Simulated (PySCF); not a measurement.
How methods differ on the electron affinity of Cl

Cl⁻ [Ar] (1S) → Cl [Ne] 3s2 3p5 (2P), as a difference of total energies. Computed with PySCF 2.14 in aug-cc-pwCVDZ, with the non-relativistic Hamiltonian (point nucleus). Correlated levels: valence: [Ne] frozen; valence and next inner shell: 1s2 frozen; nothing frozen. The calculations carry no spin-orbit coupling.

```json
{"method": "UHF", "electron affinity (eV)": "2.461"}
{"method": "LDA", "electron affinity (eV)": "3.974"}
{"method": "PBE", "electron affinity (eV)": "3.709"}
{"method": "PBE0", "electron affinity (eV)": "3.634"}
{"method": "r2SCAN", "electron affinity (eV)": "3.688"}
{"method": "PW91", "electron affinity (eV)": "3.764"}
{"method": "M06-L", "electron affinity (eV)": "3.701"}
{"method": "wB97M-V", "electron affinity (eV)": "3.703"}
{"method": "PBEsol", "electron affinity (eV)": "3.728"}
{"method": "MP2 (valence)", "electron affinity (eV)": "3.557"}
{"method": "SCS-MP2 (valence)", "electron affinity (eV)": "3.460"}
{"method": "MP2 (valence and next inner shell)", "electron affinity (eV)": "3.563"}
{"method": "SCS-MP2 (valence and next inner shell)", "electron affinity (eV)": "3.464"}
{"method": "MP2 (all electrons)", "electron affinity (eV)": "3.563"}
{"method": "SCS-MP2 (all electrons)", "electron affinity (eV)": "3.464"}
```

**Question.** How much does correlation contribute at MP2 (all electrons)?

**Answer.** 3.563 − (2.461) = 1.102 eV, measured against UHF.

A first-order spin-orbit estimate (lowest level to lowest level, LS coupling) adds -0.034 eV.

Errors of the correlated levels include the incompleteness of this basis and the frozen core.

In the anion the highest occupied orbital energy is positive at LDA, PBE, r2SCAN, PW91, M06-L, PBEsol, a self-interaction effect; the basis confines that electron, and the energy difference can still be sensible.

For comparison: 3.613 eV (measured; photodetachment measurements, as compiled on the Wikipedia data page of electron affinities).
